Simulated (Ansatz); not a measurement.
2H WS2 was calculated with r²SCAN-D4 (Ansatz, an electronic-structure program, plane waves, PAW).

Input:

Ansatz 0.2 input:
```yaml
crystal:
  lattice:
    - [1.5858632648, -2.7467957485, 0.0]
    - [1.5858632648, 2.7467957485, 0.0]
    - [0.0, 0.0, 12.5506241799]
  atoms:
    - { symbol: W, position: [0.3333333333, 0.6666666667, 0.25] }
    - { symbol: W, position: [0.6666666667, 0.3333333333, 0.75] }
    - { symbol: S, position: [0.3333333333, 0.6666666667, 0.8743398662] }
    - { symbol: S, position: [0.6666666667, 0.3333333333, 0.3743398662] }
    - { symbol: S, position: [0.6666666667, 0.3333333333, 0.1256601338] }
    - { symbol: S, position: [0.3333333333, 0.6666666667, 0.6256601338] }
basis:
  ecutwfc: 560
  ecutrho_ratio: 4
  xc_grid: 3
kpoints:
  mp_grid: { grid: [12, 12, 4] }
  band_path:
    path:
      - [0.0, 0.0, 0.0]
      - [0.0, 0.045455, 0.0]
      - [0.0, 0.090909, 0.0]
      - [0.0, 0.136364, 0.0]
      - [0.0, 0.181818, 0.0]
      - [0.0, 0.227273, 0.0]
      - [0.0, 0.272727, 0.0]
      - [0.0, 0.318182, 0.0]
      - [0.0, 0.363636, 0.0]
      - [0.0, 0.409091, 0.0]
      - [0.0, 0.454545, 0.0]
      - [0.0, 0.5, 0.0]
      - [-0.055556, 0.527778, 0.0]
      - [-0.111111, 0.555556, 0.0]
      - [-0.166667, 0.583333, 0.0]
      - [-0.222222, 0.611111, 0.0]
      - [-0.277778, 0.638889, 0.0]
      - [-0.333333, 0.666667, 0.0]
      - [-0.307692, 0.615385, 0.0]
      - [-0.282051, 0.564103, 0.0]
      - [-0.25641, 0.512821, 0.0]
      - [-0.230769, 0.461538, 0.0]
      - [-0.205128, 0.410256, 0.0]
      - [-0.179487, 0.358974, 0.0]
      - [-0.153846, 0.307692, 0.0]
      - [-0.128205, 0.25641, 0.0]
      - [-0.102564, 0.205128, 0.0]
      - [-0.076923, 0.153846, 0.0]
      - [-0.051282, 0.102564, 0.0]
      - [-0.025641, 0.051282, 0.0]
      - [0.0, 0.0, 0.5]
      - [0.0, 0.045455, 0.5]
      - [0.0, 0.090909, 0.5]
      - [0.0, 0.136364, 0.5]
      - [0.0, 0.181818, 0.5]
      - [0.0, 0.227273, 0.5]
      - [0.0, 0.272727, 0.5]
      - [0.0, 0.318182, 0.5]
      - [0.0, 0.363636, 0.5]
      - [0.0, 0.409091, 0.5]
      - [0.0, 0.454545, 0.5]
      - [0.0, 0.5, 0.5]
      - [-0.055556, 0.527778, 0.5]
      - [-0.111111, 0.555556, 0.5]
      - [-0.166667, 0.583333, 0.5]
      - [-0.222222, 0.611111, 0.5]
      - [-0.277778, 0.638889, 0.5]
      - [-0.333333, 0.666667, 0.5]
      - [-0.307692, 0.615385, 0.5]
      - [-0.282051, 0.564103, 0.5]
      - [-0.25641, 0.512821, 0.5]
      - [-0.230769, 0.461538, 0.5]
      - [-0.205128, 0.410256, 0.5]
      - [-0.179487, 0.358974, 0.5]
      - [-0.153846, 0.307692, 0.5]
      - [-0.128205, 0.25641, 0.5]
      - [-0.102564, 0.205128, 0.5]
      - [-0.076923, 0.153846, 0.5]
      - [-0.051282, 0.102564, 0.5]
      - [-0.025641, 0.051282, 0.5]
    npoints: 1
hamiltonian:
  xc: r2scan
  dispersion: d4
  pseudopotentials: { kind: paw }
scf:
  occupations: { method: fermi_dirac, width: 0.01 }
  convergence: { dr2_threshold: 0.0000000006 }
output:
  forces: true
  stress: true
  eigenvalues: true
  write_bands: true
```

Excerpt of the program's output:

```
Crystal: 6 atoms, lattice volume = 109.342 Å³
Basis set: ecut = 560 eV, 3241 PW (Γ), exchange–correlation on 75×75×300 points (27 copies of the dense FFT grid, shifted against one another)
Bands: 32, of which v1, the nominal top of the filled ones, is band 26 counted from 1 (25 counted from 0)
Symmetry: 24 space group operations
Space group: P63/mmc (ITA 194), of the structure as read, at distance tolerance 4.8e-5 Å
k-points: 57 of 576
Functional: x = r2scan, c = r2scan; τ floored in thin density (d = 2e-4 eV/Å³)
SCF iter   1: F=—  HF=-24424.073982 eV  |F-HF|=—  |Δ(HF+E_count)|=         —  Δρ=7.98e-3  dr2=4.54e-2  dr2_τ=1.64e-1
SCF iter   2: F=—  HF=-24424.213086 eV  |F-HF|=—  |Δ(HF+E_count)|=   1.39e-1  Δρ=4.66e-3  dr2=1.47e-2  dr2_τ=2.06e-3
  ...
SCF iter   7: F=—  HF=-24424.220810 eV  |F-HF|=—  |Δ(HF+E_count)|=   2.62e-6  Δρ=2.93e-6  dr2=7.67e-9  dr2_τ=5.27e-10
SCF iter   8: F=-24424.220810 eV  HF=-24424.220810 eV  |F-HF|=2.98e-10  |Δ(HF+E_count)|=   1.04e-8  Δρ=5.25e-7  dr2=2.56e-10  dr2_τ=3.10e-11
SCF 1 converged in 8 iterations: F = -24424.220810 eV  dr2 = 2.56e-10
SCF converged after 8 iterations
Free energy (F): -24424.220810 eV
Internal energy: -24424.220810 eV  (E = F + TS)
E sigma→0 (E₀):  -24424.220810 eV
Fermi energy:    11.715818 eV
--- Forces (eV/Å), atoms counted from 1 ---
  atom   1  W     -0.00000000     0.00000000     0.00000000
  atom   2  W      0.00000000     0.00000000     0.00000000
  atom   3  S      0.00000000     0.00000000     0.00013510
  atom   4  S      0.00000000    -0.00000000     0.00013510
  atom   5  S      0.00000000    -0.00000000    -0.00013510
  atom   6  S      0.00000000     0.00000000    -0.00013510
--- Stress (GPa, compression-positive) ---
        0.003071       0.000000       0.000000
        0.000000       0.003071       0.000000
        0.000000       0.000000       0.003937
  P = ⅓ Tr σ = 0.0034 GPa (0.034 kbar)
```

The PAW data were made under PBE.

The result took roughly 26 core-seconds.
